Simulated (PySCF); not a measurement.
## Simulated absorption spectrum

Compound: chlorotrifluoroethylene, C₂ClF₃.
Geometry (GFN2-xTB, Å), atoms numbered from 1 in this order:
```
atom  x, y, z in Å
F1     0.5832   -0.7161    1.5817
C2     0.2103    0.1357    0.6425
F3     0.2727    1.3845    1.0679
C4    -0.1816   -0.2100   -0.5823
F5    -0.2202   -1.4934   -0.9433
Cl6   -0.6613    0.9013   -1.7881
```

Method used: TDDFT PBE0/def2-SVPD, vertical, gas phase, core orbitals frozen in the response in PySCF 2.14.0, density-fitted response routines.

Each state is given a Gaussian of 0.5 eV full width at half maximum, with ε(max) = 2.175×10⁸ f / Δν̃ (Δν̃ the width in cm⁻¹). The width is an assumption, not a result. The curve ends short of the highest state used, and states not computed would add to its high-energy end.

| E (eV) | ε (L mol⁻¹ cm⁻¹) |
| --- | --- |
| 5.17 | 0 |
| 5.24 | 0 |
| 5.31 | 0 |
| 5.38 | 1 |
| 5.45 | 1 |
| 5.52 | 3 |
| 5.59 | 5 |
| 5.66 | 8 |
| 5.73 | 11 |
| 5.80 | 14 |
| 5.87 | 16 |
| 5.94 | 17 |
| 6.01 | 15 |
| 6.08 | 13 |
| 6.15 | 10 |
| 6.22 | 8 |
| 6.29 | 8 |
| 6.36 | 10 |
| 6.43 | 16 |
| 6.50 | 24 |
| 6.57 | 36 |
| 6.64 | 52 |
| 6.71 | 79 |
| 6.78 | 142 |
| 6.85 | 300 |
| 6.92 | 675 |
| 6.99 | 1462 |
| 7.06 | 2920 |
| 7.13 | 5278 |
| 7.20 | 8585 |
| 7.27 | 12538 |
| 7.34 | 16432 |
| 7.41 | 19320 |
| 7.48 | 20376 |
| 7.55 | 19279 |
| 7.62 | 16365 |
| 7.69 | 12470 |
| 7.76 | 8546 |
| 7.83 | 5306 |
| 7.90 | 3065 |
| 7.97 | 1796 |
| 8.04 | 1285 |
| 8.11 | 1278 |
| 8.18 | 1548 |

Question: Locate the maxima and give the states behind the curve.

Answer: 209 nm (5.92 eV), ε about 17, made up of S1 (100%); 166 nm (7.48 eV), ε about 20000, made up of S4 (100%) (ε in L mol⁻¹ cm⁻¹; maxima over ε = 5, shares over 10%). At its high-energy end, 8.18 eV, the curve is still rising (ε about 1500, from S5 and S6). The states used: S1 5.92 eV (f 0.0003); S2 6.77 eV (f 0.0010); S3 7.38 eV (f 0.0000); S4 7.48 eV (f 0.378); S5 8.30 eV (f 0.017); S6 8.45 eV (f 0.028); S7 8.54 eV (f 0.0002); S8 8.78 eV (f 0.0077).

Question: Coming from long wavelengths, where does ε first pass 100 L mol⁻¹ cm⁻¹?

Answer: At about 184 nm (6.74 eV), 0.82 eV above S1.

Question: What would ε be at 7.48 eV, the highest of these maxima, with half the width (0.25 eV)?

Answer: About 40800 L mol⁻¹ cm⁻¹ against 20400, a factor of about 2.00; a lone state at its own centre would give exactly 2.

Question: On this curve, what absorbance would a 10⁻⁴ mol/L sample give at 193 nm over a 1 cm path?

Answer: 193 nm is 6.424 eV, where ε is about 15 L mol⁻¹ cm⁻¹, so A = ε c l ≈ 0.0015 (Beer–Lambert, with the gas-phase spectrum and the assumed width).
